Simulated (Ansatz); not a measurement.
Two structures, one formula

The two ends of one reaction step of MgH3ClO, closed shell (PBE0-D4/def2-TZVP).

A:

```xyz
6
angstrom
Mg 0.0263 -0.6909 -0.2394
H -0.8936 1.2817 -0.7913
Cl -0.8779 -1.6859 -1.9624
H -0.5079 1.4456 -0.1613
O 0.8454 -0.0645 1.2107
H 1.4077 -0.2857 1.9437
```

B:

| atom | x (Å) | y (Å) | z (Å) |
| --- | --- | --- | --- |
| Mg1 | -0.6369 | 0.0941 | -0.8872 |
| H2 | -1.3621 | 1.5631 | -1.3485 |
| Cl3 | -0.1825 | -2.0884 | -1.1027 |
| H4 | 0.7678 | 0.8702 | 1.4668 |
| O5 | 0.5119 | 0.2068 | 0.8226 |
| H6 | 0.9018 | -0.6458 | 1.0490 |

Ansatz 0.2.0; basis: def2-TZVPP; cores frozen in the correlated methods. The outer core shell of Li, Na, Mg and K is correlated. The def2 sets are not built for correlating such inner shells, so the correlated values are less sure here. B3LYP uses VWN-RPA correlation.

Q: Which structure is lower at CCSD(T), and by how much? (An estimate is asked for; the value comes from the calculation.)

A: Computed: A, by 3.90 kcal/mol (electronic energy, against the other). By their contacts, A is a complex of MgHClO ([OH][Mg][Cl]) + H₂ and B is MgH₃ClO ([OH2][MgH][Cl]).

Q: Do the other methods give the same order? (A judgement: the text doesn't fix the answer.)

A: By the calculation: Not all: B97M-V gives the other order.

```json
{"method": "SPW92", "E(B) − E(A) (kcal/mol)": "0.99"}
{"method": "PBE-D4", "E(B) − E(A) (kcal/mol)": "4.08"}
{"method": "BLYP-D4", "E(B) − E(A) (kcal/mol)": "5.89"}
{"method": "r2SCAN-D4", "E(B) − E(A) (kcal/mol)": "4.84"}
{"method": "B97M-V", "E(B) − E(A) (kcal/mol)": "-1.67"}
{"method": "PBE0-D4", "E(B) − E(A) (kcal/mol)": "2.45"}
{"method": "B3LYP-D4", "E(B) − E(A) (kcal/mol)": "4.34"}
{"method": "r2SCAN0-D4", "E(B) − E(A) (kcal/mol)": "3.32"}
{"method": "BHLYP-D4", "E(B) − E(A) (kcal/mol)": "2.42"}
{"method": "CAM-B3LYP-D4", "E(B) − E(A) (kcal/mol)": "3.40"}
{"method": "wB97X-V", "E(B) − E(A) (kcal/mol)": "3.27"}
{"method": "wB97M-V", "E(B) − E(A) (kcal/mol)": "2.99"}
{"method": "B2PLYP", "E(B) − E(A) (kcal/mol)": "5.25"}
{"method": "PBE-QIDH", "E(B) − E(A) (kcal/mol)": "3.32"}
{"method": "RPA on PBE", "E(B) − E(A) (kcal/mol)": "3.63"}
{"method": "HF", "E(B) − E(A) (kcal/mol)": "0.05"}
{"method": "MP2", "E(B) − E(A) (kcal/mol)": "6.48"}
{"method": "CCSD", "E(B) − E(A) (kcal/mol)": "3.33"}
{"method": "CCSD(T)", "E(B) − E(A) (kcal/mol)": "3.90"}
```

The T1 diagnostic stays at or below 0.010.

Labels in which every atom is bracketed show which atoms are joined, not bond orders.

For scale, one of the runs: CCSD(T)/def2-TZVPP, 147 basis functions, launched by `ansatz run in.yaml --threads 2 --pin off --events-out ev --progress --plain --max-ram 4352MiB`. Hardware: 2 CPU threads of an AMD EPYC 7R43, shared host. Wall time 29 s; peak host memory 1 GiB.
